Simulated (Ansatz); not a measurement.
**AlH (SMILES [AlH]) at 6 levels**

Aim: a comparison of 6 runs (BHLYP/3-21G, PBE0/3-21G, B3LYP/cc-pVTZ, SVWN5/cc-pVTZ, MP2/cc-pVTZ, CCSD/3-21G) of AlH. 

Program for the calculation: Ansatz 0.2.0.

53 further runs of the same task are left out: 53 set aside as unsound or not needed.

### 1 The system as given

AlH: 2 atoms, total charge 0, spin state singlet. SMILES: `[AlH]`. The H2–Al1 distance was set to 3.227 Å, away from the relaxed value.

### 2 A single-point energy at BHLYP/3-21G (run 1)

run.yaml

```yaml
crystal:
  periodic: [false, false, false]
  atoms:
    - {symbol: Al, position_ang: [0.000000, 0.000000, -1.613430]}
    - {symbol: H, position_ang: [0.000000, 0.000000, 1.613470]}
basis:
  gaussian:
    orbitals: 3-21G.json
hamiltonian:
  xc: {name: BHLYP}
accuracy: high
```

The basis set 3-21G is read from a file made from the Basis Set Exchange's data (not shown).

Started as:

```
$ ansatz run run.yaml --threads 1 --pin off --max-ram 2610MiB --events-out events.jsonl --progress --plain --runs-dir runs
```

Standard output:

```text
Warning: RAYON_NUM_THREADS=1 ignored (pool sized by the plan → 1); use --threads N
Functional definition: BHLYP
  name "BHLYP"
  parameter a = 0.5
  exchange = (1 - a)*b88_x + a*exact_x
  correlation = lyp_c
275 factors; integrals over basis functions are off by at most 5.6e-9 eV
mean field evaluation 1: about -6570.1233 eV, gradient 1.4e1 eV
mean field evaluation 2: about -6566.4761 eV, gradient 2.0e1 eV
mean field evaluation 4: about -6572.4077 eV, gradient 6.1e-1 eV
mean field evaluation 8: about -6572.4097 eV, gradient 5.2e-2 eV
mean field evaluation 16: about -6572.4097 eV, gradient 1.8e-7 eV
mean field -6572.40973033 eV, -241.5316026504 hartree, gradient 7.9e-9 eV, S^2 0.000000; 0 other end points of the search recorded, 0 dependent functions left out
reference -6572.40974931 eV, -241.5316033478 hartree; 7, 7 occupied and 8, 8 virtual orbitals, 275 factors
Total energy: -6572.40974931 eV, -241.5316033478 hartree
```

Wall time 0.75 s (1 thread of Intel Xeon Platinum 8259CL at 2.50GHz (Skylake/Cascade Lake), shared host).

### 3 The energy at PBE0/3-21G (run 2)

run.yaml: that of step 2 with these lines changed.

```diff
@@ -9,3 +9,3 @@
 hamiltonian:
-  xc: {name: BHLYP}
+  xc: {name: PBE0}
 accuracy: high
```

The basis set 3-21G is read from a file made from the Basis Set Exchange's data (not shown).

Started as:

```
$ ansatz run run.yaml --threads 1 --pin off --max-ram 2610MiB --events-out events.jsonl --progress --plain --runs-dir runs
```

Standard output:

```text
Warning: RAYON_NUM_THREADS=1 ignored (pool sized by the plan → 1); use --threads N
Functional definition: PBE0
  name "PBE0"
  parameter a = 0.25
  parameter kappa = 0.804
  parameter beta = 0.06672455060314922
  exchange = (1 - a)*pbe_x(kappa = kappa, mu = beta*pi^2/3) + a*exact_x
  correlation = pbe_c(beta = beta)
275 factors; integrals over basis functions are off by at most 5.6e-9 eV
mean field evaluation 1: about -6566.5327 eV, gradient 1.5e1 eV
mean field evaluation 2: about -6556.0266 eV, gradient 1.6e1 eV
mean field evaluation 4: about -6567.8458 eV, gradient 1.1e1 eV
mean field evaluation 8: about -6569.2188 eV, gradient 1.2e-1 eV
mean field evaluation 16: about -6569.2189 eV, gradient 9.6e-7 eV
mean field -6569.21891693 eV, -241.4143424205 hartree, gradient 6.9e-9 eV, S^2 0.000000; 0 other end points of the search recorded, 0 dependent functions left out
reference -6569.21891868 eV, -241.4143424849 hartree; 7, 7 occupied and 8, 8 virtual orbitals, 275 factors
Total energy: -6569.21891868 eV, -241.4143424849 hartree
```

Wall time 0.73 s (1 thread of Intel Xeon Platinum 8259CL at 2.50GHz (Skylake/Cascade Lake), shared host); peak memory 0.096 GiB.

Runs 3 to 4 aren't shown in full; the table further down has their settings and results.

### 4 The energy at MP2/cc-pVTZ (run 5)

job.yaml

```yaml
crystal:
  periodic: [false, false, false]
  atoms:
    - symbol: Al
      position_ang: [0.000000, 0.000000, -1.613430]
    - symbol: H
      position_ang: [0.000000, 0.000000, 1.613470]
basis:
  gaussian: {orbitals: cc-pVTZ}
accuracy: high
correlation: {method: mp2, frozen_orbitals: {Al: 5, H: 0}}
```

Started as:

```
$ ansatz run job.yaml --threads 1 --pin off --max-ram 2610MiB --events-out events.jsonl --progress --plain --runs-dir runs
```

Standard output (excerpt; [...] marks lines left out):

```text
Warning: RAYON_NUM_THREADS=1 ignored (pool sized by the plan → 1); use --threads N
Functional definition: HF
  name "HF"
[...]
575 factors; integrals over basis functions are off by at most 2.9e-9 eV
[...]
mean field -6594.77737243 eV, -242.3535983363 hartree, gradient 1.9e-8 eV, S^2 0.000000; 5 other end points of the search recorded, 0 dependent functions left out; unrestricted orbitals would lower it
5 core orbitals not correlated: weight in the atoms' cores, before any rotation towards them, 1.000 or more for the frozen orbitals, at most 0.000 for the correlated occupied ones
reference -6594.77737243 eV, -242.3535983363 hartree; 2, 2 occupied and 41, 41 virtual orbitals, 575 factors
second order -1.75524669 eV of doubles, -0.00000000 eV of singles
Total energy: -6596.53261913 eV, -242.4181024625 hartree
```

Run time: 0.63 s. Hardware: 1 thread of Intel Xeon Platinum 8259CL at 2.50GHz (Skylake/Cascade Lake), shared host.

### 5 A single-point energy at CCSD/3-21G (run 6)

input.yaml

```yaml
crystal:
  periodic: [false, false, false]
  atoms:
    - {symbol: Al, position_ang: [0.000000, 0.000000, -1.613430]}
    - {symbol: H, position_ang: [0.000000, 0.000000, 1.613470]}
basis:
  gaussian: {orbitals: 3-21G.json}
correlation: {method: ccsd, frozen_orbitals: {Al: 5, H: 0}}
accuracy: high
scf: {omitted_lower_state_checks: [cluster_reference, increment]}
```

The basis set 3-21G is read from a file made from the Basis Set Exchange's data (not shown).

Started as:

```
$ ansatz run input.yaml --threads 1 --pin off --max-ram 2610MiB --events-out events.jsonl --progress --plain --runs-dir runs
```

Standard output (excerpt; [...] marks lines left out):

```text
Warning: RAYON_NUM_THREADS=1 ignored (pool sized by the plan → 1); use --threads N
Functional definition: HF
  name "HF"
[...]
275 factors; integrals over basis functions are off by at most 5.6e-9 eV
[...]
mean field -6558.22640407 eV, -241.0103750240 hartree, gradient 1.0e-8 eV, S^2 0.000000; 3 other end points of the search recorded, 0 dependent functions left out; unrestricted orbitals would lower it
5 core orbitals not correlated: weight in the atoms' cores, before any rotation towards them, 1.000 or more for the frozen orbitals, at most 0.000 for the correlated occupied ones
reference -6558.22640407 eV, -241.0103750240 hartree; 2, 2 occupied and 8, 8 virtual orbitals, 275 factors
second order -1.25823067 eV of doubles, -0.00000000 eV of singles
cycle   1  -1.65814001 eV  change   -4.9e-1 eV  update   1.2e-1
[...]
cycle  21  -2.31286966 eV  change  -5.0e-11 eV  update  3.1e-10
WARN: these amplitudes may be one of several solutions (largest doubles amplitude 0.44, level shift 0.88 eV)
Total energy: -6560.53927373 eV, -241.0953714163 hartree
Checks for a lower state left out: cluster_reference, increment
```

Run time: 0.3 s. Hardware: 1 thread of Intel Xeon Platinum 8259CL at 2.50GHz (Skylake/Cascade Lake), shared host.

### 6 The series

| run | level | frozen core orbitals | energy (Eh) | wall time |
| --- | --- | --- | --- | --- |
| 1 | BHLYP/3-21G | – | -241.531603 | 0.75 s |
| 2 | PBE0/3-21G | – | -241.414342 | 0.73 s |
| 3 | B3LYP/cc-pVTZ | – | -242.915274 | 1.2 s |
| 4 | SVWN5/cc-pVTZ | – | -241.826239 | 0.81 s |
| 5 | MP2/cc-pVTZ | 5 | -242.418102 | 0.63 s |
| 6 | CCSD/3-21G | 5 | -241.095371 | 0.3 s |

### 7 Summary of results

| quantity | value |
| --- | --- |
| run 6: total energy | -241.09537 Eh |
| run 6: correlation energy (5 core orbitals frozen) | -85.0 mEh |
| run 6: T1 diagnostic | 0.077 |

**Reading.** Totals of different functionals can't be ranked against each other. In run 6 the T1 diagnostic is large, so a single reference may not serve. In runs 5, 6 the log says that unrestricted orbitals would lower the reference, so the values rest on an unstable closed-shell determinant (other closed-shell runs at this shape may share the fault). All runs together took 4.5 s, the longest 1.2 s.
